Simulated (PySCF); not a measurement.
Species: (H3Si)2O.
Cartesian coordinates in Å at the PBE0-D3(BJ)/def2-SVP level; atoms count from 1:
```xyz
9
H6OSi2 angstrom
Si    -0.937   -1.132    0.611
H     -1.070   -0.669    2.026
H     -0.665   -2.596    0.592
H     -2.215   -0.853   -0.111
O      0.324   -0.355   -0.129
Si     0.986    1.077   -0.631
H      2.359    0.808   -1.145
H      0.157    1.678   -1.719
H      1.062    2.043    0.507
```

Jobs on this species (9 atoms, 42 electrons) with PySCF (density fitting). Hardware of each: an x86-64 server with one thread, shared host. Other jobs ran on the host; a repeat could differ by tens of per cent or more.

```tsv
level and settings	work	basis functions	SCF cycles	wall time
wB97X-D/def2-SVPD	10 singlets by full TDDFT, 4 Tamm–Dancoff triplets, polarisability	119	?	?
wB97X-D/pcSseg-1	shieldings	95	?	?
delta-SCF UKS SCAN, pcX-2 on the ionised atom, pcseg-1 elsewhere, spin-free X2C	ΔSCF core ionisation, 3 holes	122	37	9.2 s
PBE0-D3(BJ)/def2-SVP, grid level 1	geometry optimisation from a GFN2-xTB start	80	61	20 s
PBE0/pcSseg-1	shieldings, charges and field gradients	95	11	5.8 s
```

Task: Fill in the missing figures.

Result: 
- wB97X-D/def2-SVPD; 10 singlets by full TDDFT, 4 Tamm–Dancoff triplets, polarisability: 8.1 s, 12 SCF cycles
- wB97X-D/pcSseg-1; shieldings: 5.4 s, 12 SCF cycles

Task: What do all jobs in the table cost together?

Result: About 48 s; the longest takes about 41 % of that, and about 3.7 times as long as the shortest.
